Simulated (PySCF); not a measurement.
# Shapes and spin states of ON2

These are results of PBE0 in PySCF with O def2-TZVP, N def2-TZVP; no relativity; density-fitted integrals, not measurements.

Relaxations began from a few typed shapes and spin states; open shells are unrestricted. The search is not exhaustive: other isomers or separated fragments can lie lower, and high-lying points may rest on an excited occupation.

Problem. Order these stationary points by electronic energy, lowest first, in kJ/mol from the lowest minimum.
A. triplet Cs: N–N 1.203 Å, O–N 1.256 Å; N–N–O 122.4°
B. singlet D∞h: O–N 1.169 Å (×2); N–O–N 180.0°
C. singlet (closed shell, unstable to spin polarisation) C2v: N–N 1.730 Å, O–N 1.271 Å (×2); N–N–O 47.1° (×2), N–O–N 85.7°

Solution. A (0.0), B (207.1), C (349.7).

Problem. Which of them are minima?

Solution. By energy in kJ/mol, 0.0: minimum; 207.1: minimum; 349.7: minimum of the closed-shell surface only.
